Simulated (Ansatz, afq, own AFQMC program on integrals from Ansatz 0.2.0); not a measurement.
Two steps: Ansatz 0.2.0 writes the Fock matrix and Cholesky factors of the valence space, and afq projects on them the lowest state that overlaps trial and start.

```yaml
crystal:
  periodic: [false, false, false]
  atoms:
    - {symbol: Al, position_ang: [0.000000, 0.000000, 1.308589]}
    - {symbol: Al, position_ang: [0.000000, 0.000000, -1.308589]}
    - {symbol: H, position_ang: [0.000000, 1.353331, 2.152404]}
    - {symbol: H, position_ang: [0.000000, -1.353331, 2.152404]}
    - {symbol: H, position_ang: [0.000000, 1.353331, -2.152404]}
    - {symbol: H, position_ang: [0.000000, -1.353331, -2.152404]}
basis:
  gaussian: {orbitals: 6-31G}
magnetization: {spin_polarized: false}
correlation: {method: ccsd_t, electrons: outside_noble_gas, hamiltonian_folder: ham}
```

```sh
$ ansatz run in.yaml --threads 1 --pin off --events-out ev --progress --plain --max-ram 1382MiB
```

Options of the walk:

```
--method phaseless --trial hf --walkers 380 --populations 1 --least-time 40 --time-step 0.005 --steps-per-block 20 --equilibration-blocks 112 --max-blocks 600 --target-error 0.00114 --factor-cut 1e-05 --seed 9848 --taylor-order 6
```

Times are imaginary, in 1/Eh. The walk had a cap of 519 s.

Log:

```
orbitals 24  electrons 5 5  factors 166 of 404
reference energy -486.04493011 Eh
CCSD correlation -0.10018954 Eh in 10 cycles, weight of the determinant in the CISD state 0.9162
energy of the start -486.044930 Eh
 block  time / (1/Eh)  mean weight  energy / Eh
     1     0.100  1.0003  -486.057740
     2     0.200  1.0008  -486.068048
     3     0.300  1.0007  -486.077804
     4     0.400  1.0001  -486.085284
     5     0.500  1.0008  -486.092647
     8     0.800  1.0001  -486.109920
    13     1.300  1.0005  -486.126330
    49     4.900  0.9996  -486.149070
    85     8.500  1.0000  -486.149286
   121    12.100  1.0008  -486.144441
   157    15.700  0.9999  -486.144052
   193    19.300  1.0002  -486.141727
   229    22.900  1.0002  -486.143995
   265    26.500  1.0002  -486.154152
   301    30.100  1.0000  -486.149381
   337    33.700  1.0000  -486.139834
   373    37.300  1.0000  -486.149578
   409    40.900  1.0001  -486.149061
   445    44.500  0.9999  -486.145116
   481    48.100  1.0002  -486.145583
   505    50.500  0.9998  -486.150818
blocks merged  error / Eh  count
     1  0.000178  400
     2  0.000237  200
     4  0.000310  100
     8  0.000404  50
    16  0.000500  25
    32  0.000682  12
energy -486.147179 +/- 0.000500 Eh
(rows thinned)
```

The run passed its tests (sampling time, drift between the halves within three errors, error under three times the target), which doesn't prove that it has relaxed.

Against this walk (error 13.6 meV) on the same determinant: CCSD(T) 15.3 meV higher (within the noise), CCSDT(Q) 3.9 meV lower (within the noise), CCSDTQ 4.6 meV lower (within the noise), a separate phaseless walk with a CISD trial and standard settings 1.2 ± 13.8 meV higher (within the noise). The error is statistical and leaves out the bias of the constraint.

Cautions: constraint bias not in the error.

The walk took 110 s on 1 thread of Arm Neoverse V2 (shared host). The log's last line is the phaseless energy.

CCSDT and higher add their correlation energy to the determinant of the CCSD(T) run, since their own runs factorise the integrals more tightly (a shift of under 2 meV). A walk keeps the symmetry of its determinant, which the program's search chose and which needn't be the lowest solution, so a lower state of the same spin and another symmetry isn't excluded.
